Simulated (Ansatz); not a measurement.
Anatase TiO2 (metastable phase): elastic constant C66 by level of theory

No measured value is used here.

```csv
level (code),value (GPa),cell (Å³/atom)
LDA (Ansatz),___,11.02
PBE (Ansatz),59.5,11.67
r²SCAN (Ansatz),64.8,11.40
HSE06 (Ansatz),67.0,11.30
```

Task: What belongs in the gaps?

Result: 
- LDA (Ansatz, a quantum-chemistry and plane-wave program), value (GPa): 61.7

Each level is taken at its own relaxed cell. Cutoffs and k meshes differ between the levels. Ansatz's density-functional and Hartree–Fock values are scalar-relativistic unless marked +SOC, with PAW data made under PBE.
